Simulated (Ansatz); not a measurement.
A made-up structure of MgNH2, doublet:

| atom | x (Å) | y (Å) | z (Å) |
| --- | --- | --- | --- |
| N1 | 0.2440 | 0.6584 | -0.2063 |
| Mg2 | -0.0882 | -1.1351 | 0.3825 |
| H3 | -1.4695 | -2.1335 | 0.6140 |
| H4 | 0.5476 | 1.5867 | -0.5005 |

It is relaxed with PBE-D4/def2-SVP and then PBE0-D4/def2-TZVP (Ansatz 0.2.0). Atoms count as bonded within 1.22 times the sum of their covalent radii (H–H: 0.88 Å). The end point is not checked to be a true minimum.

Task: Does its bonding change? (A judgement: the text doesn't fix the answer.)

Result: Computed: No: no bond forms or breaks.

Where it ends: The first stage lowers the energy by 0.30 eV in 9 steps. It ends as MgNH₂ ([NH][MgH]):
```
4
angstrom
N 0.0202 0.8690 -0.2963
Mg -0.5083 -0.8868 0.2635
H -1.1760 -2.3770 0.7211
H 0.8979 1.3713 -0.3987
```

Labels in which every atom is bracketed show which atoms are joined, not bond orders.

For scale, one of the runs: PBE0-D4/def2-TZVP relaxation, 75 basis functions, launched by `ansatz run in.yaml --threads 2 --pin off --events-out ev --progress --plain --max-ram 4352MiB`. The run took about 14 s on 2 CPU threads of an Arm Neoverse V2 (shared host).
